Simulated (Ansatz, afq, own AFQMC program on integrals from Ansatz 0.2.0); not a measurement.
AFQMC on a folder of integrals that Ansatz 0.2.0 wrote.

```yaml
crystal:
  periodic: [false, false, false]
  atoms:
    - {symbol: B, position_ang: [0.000000, -0.104832, 0.802428]}
    - {symbol: C, position_ang: [0.000000, -0.044574, -0.723222]}
    - {symbol: H, position_ang: [0.000000, 0.894880, 1.472485]}
    - {symbol: H, position_ang: [0.000000, 0.760676, -1.461216]}
basis:
  gaussian: {orbitals: cc-pVDZ}
magnetization: {spin_polarized: true, initial_magnetization: 3}
correlation: {method: ccsd_t, electrons: outside_noble_gas, hamiltonian_folder: ham}
```

```sh
$ ansatz run in.yaml --threads 1 --pin off --events-out ev --progress --plain --max-ram 1382MiB
```

afq runs on the folder ham with

```
--method phaseless --trial hf --walkers 120 --populations 1 --least-time 40 --time-step 0.005 --steps-per-block 20 --equilibration-blocks 112 --max-blocks 600 --target-error 0.00108 --factor-cut 1e-05 --start spin_pure --seed 4840 --taylor-order 6
```

Times are imaginary, in 1/Eh. The walk had a cap of 1002 s.

Output of the walk:

```
orbitals 36  electrons 6 3  factors 278 of 352
reference energy -63.55679531 Eh
CCSD correlation -0.17249468 Eh in 11 cycles, weight of the determinant in the CISD state 0.9150
energy of the start -63.556992 Eh
 block  time / (1/Eh)  mean weight  energy / Eh
     1     0.100  0.9995  -63.591684
     2     0.200  1.0007  -63.615604
     3     0.300  1.0014  -63.639387
     4     0.400  1.0010  -63.657094
     5     0.500  1.0032  -63.676008
     7     0.700  1.0026  -63.698012
     9     0.900  1.0013  -63.718877
    18     1.800  0.9985  -63.719898
    52     5.200  1.0011  -63.734070
    86     8.600  0.9998  -63.730571
   120    12.000  0.9992  -63.737757
   137    13.700  1.0008  -63.764129
   154    15.400  0.9993  -63.733924
   188    18.800  1.0012  -63.735185
   222    22.200  0.9998  -63.728986
   256    25.600  1.0009  -63.723311
   290    29.000  0.9988  -63.713813
   324    32.400  1.0007  -63.722803
   358    35.800  0.9999  -63.722252
   392    39.200  1.0000  -63.730472
   426    42.600  0.9999  -63.723379
   443    44.300  1.0025  -63.712113
   460    46.000  1.0005  -63.744412
   494    49.400  1.0009  -63.740734
   528    52.800  1.0004  -63.746192
   562    56.200  0.9985  -63.733477
   596    59.600  0.9984  -63.737523
   630    63.000  0.9994  -63.735470
   664    66.400  1.0002  -63.739696
   698    69.800  0.9998  -63.740721
blocks merged  error / Eh  count
     1  0.000516  600
     2  0.000691  300
     4  0.000905  150
     8  0.001097  75
    16  0.001332  37
    32  0.001419  18
    64  0.001897  9
energy -63.732293 +/- 0.001419 Eh
(rows thinned)
```

The run passed its tests (sampling time, drift between the halves within three errors, error under three times the target), which doesn't prove that it has relaxed.

Against this walk (error 38.6 meV) on the same determinant: CCSD(T) 27.5 meV lower (within the noise), CCSDT(Q) 57.5 meV lower (within the noise), a separate phaseless walk with a CISD trial and standard settings 46.9 ± 39.7 meV lower (within the noise). The error is statistical and leaves out the bias of the constraint.

Cautions: constraint bias not in the error; error above the target (38.6 against 29.4 meV); lower spins were not checked.

The walk took 4.3 min on 1 thread of Arm Neoverse V1, on a shared host. The log's last line is the phaseless energy.

CCSDT and higher add their correlation energy to the determinant of the CCSD(T) run, since their own runs factorise the integrals more tightly (a shift of under 2 meV). A walk keeps the symmetry of its determinant, which the program's search chose and which needn't be the lowest solution, so a lower state of the same spin and another symmetry isn't excluded.
